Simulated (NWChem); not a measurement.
System: tetrafluoromethane (CF₄); SMILES FC(F)(F)F

NWChem input:

```
start job
memory heap 200 mb stack 900 mb global 1100 mb
geometry units angstroms noautoz
  F     -0.891122    -0.754919     0.605759
  C     -0.000001     0.000000    -0.000002
  F      0.866233    -0.763868    -0.630154
  F     -0.605276     0.783630    -0.866323
  F      0.630165     0.735159     0.890717
end
basis spherical
  * library def2-svpd
end
dft
  xc b3lyp
  iterations 150
  mulliken
end
task dft energy
```

The geometry was optimised at PBE0/def2-SVP.

Q: Predict the main results of this run. (B3LYP/def2-SVPD.) Quantities: basis functions; energy (Ha); highest occupied level (eV); orbital gap (eV).

A: The number of basis functions comes out as 112. The energy (Ha) is -437.18. The highest occupied level (eV) is -12.46 and the orbital gap (eV) comes out as 12.89.
